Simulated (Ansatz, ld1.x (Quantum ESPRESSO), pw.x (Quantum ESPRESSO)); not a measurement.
Equation-of-state test of one PAW potential (Tc)

* Element: Tc
* Generator: ld1.x (Quantum ESPRESSO) 7.5
* Type: PAW
* Functional: PBEsol
* Relativity: scalar-relativistic
* Frozen core: [Ar] 3d10
* Valence charge: 15
* Reference configuration: 4s2 4p6 4d5 5s2 5p0
* Partial waves: 4s (bound): rcut 1.35, rcutus 1.50 bohr; 5s (bound): rcut 1.35, rcutus 1.50 bohr; 4p (bound): rcut 1.90, rcutus 2.05 bohr; 5p (bound, empty): rcut 1.90, rcutus 2.05 bohr; 4d (bound): rcut 1.85, rcutus 2.50 bohr; 4d channel at 1.35 Ry: rcut 1.85, rcutus 2.50 bohr
* Local potential: all-electron potential smoothed inside 1.95 bohr (lloc = -2)
* Core correction: a·sin(br)/r model core inside 1.25 bohr
* Augmentation charge: BESSEL, radius 1.35 bohr

Atomic tests: cutoffs needed: 25 Ry and 45 Ry (the cutoffs (Ry, on a coarse ladder) from which the occupation-weighted sum of valence levels, in a spherical-Bessel basis at the reference potential, stays within 10 and 1 mRy of its value at 400 Ry); ghost test: no extra level below or beside the all-electron valence levels (s, p, d, f tested) (spherical-Bessel basis up to 400 Ry, 20 bohr box); largest excitation error: +19 meV (all-electron minus pseudo) for 4s2 4p6 4d4 5s0 5p0, out of 7 test configurations.

Crystal test: bcc Tc in pw.x 7.5, no spin, 15³ k-points, Fermi–Dirac smearing 0.01 Ry, cutoffs 55/440 Ry. The reference is all-electron LAPW (Ansatz 0.2.0) with the same functional, mesh and smearing; V0 and B0 come from Birch–Murnaghan fits to the pressures at five volumes. Errors are pseudo minus all-electron; Δ is the rms difference of the E(V) curves that follow from these fits, minima aligned, over ±6 % about the mean V0. Mesh and smearing are coarse, so the numbers serve the comparison and aren't converged zero-temperature values; the lattice is a test structure that the element need not adopt.

All-electron: a0 = 3.051 Å (V0 = 14.20 Å³/atom), B0 = 316.6 GPa.

How far does the potential miss the all-electron equation of state?

mean pressure error (GPa): +2.16; a0 (Å): 3.058; a0 error (%): +0.22; B0 error (%): +0.2; Δ (meV/atom): 6.6.

| V (Å³/atom) | P all-electron (GPa) | P pseudo (GPa) |
| --- | --- | --- |
| 13.494 | 18.26 | 20.98 |
| 13.849 | 8.52 | 10.92 |
| 14.204 | 0.02 | 2.15 |
| 14.559 | -7.38 | -5.49 |
| 14.914 | -13.82 | -12.14 |

At the middle volume, how do free energy and pressure move when the wave cutoff is lowered (ecutrho held at 440 Ry)?

| cutoff (Ry) | shift of F (meV/atom) | shift of P (GPa) |
| --- | --- | --- |
| 25 | +608.0 | -22.04 |
| 33 | +75.2 | -1.36 |
| 44 | +20.0 | -0.64 |

The run at the middle volume (120 k-points, 10 iterations) took about 14 s on one core of a shared host (Intel(R) Xeon(R) 6975P-C, 192 threads, 378 GiB, load 78).
